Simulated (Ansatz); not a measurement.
# AlPH (doublet): the correlation ladder, def2-QZVPP

The task here is to estimate one member of a computed series from the others.

Computed with Ansatz 0.2.0, Gaussian basis. Level: def2-QZVPP, core rule «outside noble gas», up to 10 orbitals frozen.

Plan: UHF; ROHF; CCSD(T) on UHF.

2 further runs of the same task are left out: 2 set aside as unsound or not needed.

### The system

The geometry is a PBE0/def2-TZVP stationary point (not a proven minimum).

3 atoms, charge 0, spin multiplicity 2.

Atoms are counted from 1 here; the program's logs count them from 0.

Bond lengths: Al1–P2 2.144 Å, Al1–H3 1.581 Å. Angles: P2–Al1–H3 180.0°.

The first run:

in.yaml

```yaml
crystal:
  periodic: [false, false, false]
  atoms:
    - {symbol: Al, position_ang: [0.000000, 0.000000, 0.187600]}
    - {symbol: P, position_ang: [0.000000, 0.000000, -1.956600]}
    - {symbol: H, position_ang: [0.000000, 0.000000, 1.769000]}
basis:
  gaussian: {orbitals: "def2-QZVPP.json"}
magnetization: {spin_polarized: true, initial_magnetization: 1}
hamiltonian: {xc: hf}
output: {orbitals: {seedname: orbitals}}
```

Run with:

```
ansatz run in.yaml --threads 1 --pin off --events-out ev --progress --plain --max-ram 4096MiB --backend cpu
```

Steps of the session up to this table: UHF; ROHF; CCSD(T) on UHF.

One of the session's tables, all rows but one given; the rest of the session is left out.

It belongs to the step «Misses and costs». 

| method | from UCCSD(T) (kcal/mol) |
| --- | --- |
| ROHF | +155.14 |
| UHF | +152.38 |
| UMP2 | ? |
| UCCSD | +8.38 |
| UCCSD(T) | 0 |

Q: Estimate the row for UMP2 from the others.

**Answer.** from UCCSD(T) (kcal/mol): +24.66. In the column «from UCCSD(T) (kcal/mol)» it lies between UCCSD (+8.38) and UHF (+152.38).
